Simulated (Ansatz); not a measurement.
A run of Ansatz (development build ahead of 0.2.0) on singlet C₅H₁₂ at this shape:

```xyz
17

C     0.0000    0.0000    0.0000
C     0.7508   -1.3088    0.1192
H     0.7705   -1.8010   -0.8412
H     0.2560   -1.9432    0.8385
H     1.7613   -1.1154    0.4451
C    -0.0276    0.6902    1.3467
H    -0.5630    1.6235    1.2617
H    -0.5224    0.0558    2.0661
H     0.9830    0.8836    1.6726
C     0.6939    0.8897   -1.0088
H     0.1585    1.8230   -1.0938
H     0.7136    0.3975   -1.9691
H     1.7045    1.0831   -0.6829
C    -1.4172   -0.2712   -0.4571
H    -1.9526    0.6621   -0.5420
H    -1.3975   -0.7633   -1.4174
H    -1.9120   -0.9056    0.2623
```

Its results:

```yaml
Converged: yes
Reference_energy: -196.19202 hartree
Correlation_energy: -0.73740 hartree
Total_energy: -196.92942 hartree
Spin_squared_of_the_determinant: 0.000
```

Q: Which input gives this output? Name the method, the orbitals and the basis set, and write the input.

A: RHF-MP2 in def2-SVP. An unrestricted run that stays on the closed shell gives the same numbers.

```yaml
crystal:
  periodic: [false, false, false]
  atoms:
    - { symbol: C, position_ang: [0.0, 0.0, 0.0] }
    - { symbol: C, position_ang: [0.75081, -1.30877, 0.11915] }
    - { symbol: H, position_ang: [0.77047, -1.80095, -0.84116] }
    - { symbol: H, position_ang: [0.25598, -1.94319, 0.8385] }
    - { symbol: H, position_ang: [1.76135, -1.11541, 0.44506] }
    - { symbol: C, position_ang: [-0.02758, 0.69022, 1.3467] }
    - { symbol: H, position_ang: [-0.56296, 1.62348, 1.26174] }
    - { symbol: H, position_ang: [-0.52241, 0.0558, 2.06605] }
    - { symbol: H, position_ang: [0.98297, 0.88358, 1.67262] }
    - { symbol: C, position_ang: [0.69394, 0.8897, -1.00879] }
    - { symbol: H, position_ang: [0.15855, 1.82295, -1.09376] }
    - { symbol: H, position_ang: [0.7136, 0.39752, -1.9691] }
    - { symbol: H, position_ang: [1.70448, 1.08306, -0.68288] }
    - { symbol: C, position_ang: [-1.41716, -0.27116, -0.45706] }
    - { symbol: H, position_ang: [-1.95255, 0.6621, -0.54202] }
    - { symbol: H, position_ang: [-1.3975, -0.76334, -1.41736] }
    - { symbol: H, position_ang: [-1.91199, -0.90558, 0.26229] }
basis:
  gaussian: { orbitals: def2-SVP }
hamiltonian:
  xc: hf
correlation:
  method: mp2
  frozen_orbitals: { C: 1, H: 0 }
```
